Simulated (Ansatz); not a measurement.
Relative stability

Two relaxed structures of MgNH2, doublet (PBE0-D4/def2-TZVP; forces vanish, vibrations not checked).

A:

N1  (0.178, 0.086, -0.373)
Mg2  (-0.183, -1.802, -1.041)
H3  (0.639, 2.506, 0.497)
H4  (0.772, 3.201, 0.748)
(Å)

B:

```json
{"atom": "N1", "x (Å)": "-0.0882", "y (Å)": "-1.1351", "z (Å)": "0.3825"}
{"atom": "Mg2", "x (Å)": "0.2440", "y (Å)": "0.6584", "z (Å)": "-0.2063"}
{"atom": "H3", "x (Å)": "-0.9044", "y (Å)": "-1.7250", "z (Å)": "0.5193"}
{"atom": "H4", "x (Å)": "0.7487", "y (Å)": "2.2017", "z (Å)": "-0.6954"}
```

Computed with Ansatz 0.2.0 (basis: def2-TZVPP); correlated methods freeze the cores; orbitals are unrestricted. The outer core shell of Li, Na, Mg and K is correlated. The def2 sets are not built for correlating such inner shells, so the correlated values are less sure here. B3LYP uses VWN-RPA correlation.

Q: Which structure is lower at CCSD(T), and by how much? (An estimate is asked for; the value comes from the calculation.)

A: By the calculation: B, by 265.8 kJ/mol (electronic energy, against the other). By their contacts, A is a complex of MgN + H₂ and B is MgNH₂ ([NH][MgH]).

All methods give the same order:

```json
{"method": "PBE-D4", "E(B) − E(A) (kJ/mol)": "-265.9"}
{"method": "r2SCAN-D4", "E(B) − E(A) (kJ/mol)": "-268.2"}
{"method": "PBE0-D4", "E(B) − E(A) (kJ/mol)": "-264.5"}
{"method": "B3LYP-D4", "E(B) − E(A) (kJ/mol)": "-264.0"}
{"method": "wB97M-V", "E(B) − E(A) (kJ/mol)": "-286.2"}
{"method": "HF", "E(B) − E(A) (kJ/mol)": "-164.6"}
{"method": "MP2", "E(B) − E(A) (kJ/mol)": "-274.5"}
{"method": "CCSD", "E(B) − E(A) (kJ/mol)": "-262.6"}
{"method": "CCSD(T)", "E(B) − E(A) (kJ/mol)": "-265.8"}
```

No T1 diagnostic of these runs exceeds 0.016. ⟨S²⟩ of the unrestricted Hartree–Fock references: 0.76 to 1.76 (a pure state has 0.75). The unrestricted reference is spin-contaminated, which hurts MP2 most. The program raised a doubt about the electronic state.

Labels in which every atom is bracketed show which atoms are joined, not bond orders.

For scale, one of the runs: CCSD(T)/def2-TZVPP, 91 basis functions, launched by `ansatz run in.yaml --threads 2 --pin off --events-out ev --progress --plain --max-ram 4352MiB`. Hardware: 2 CPU threads of an Arm Neoverse V2, shared host. Wall time about 11 s.
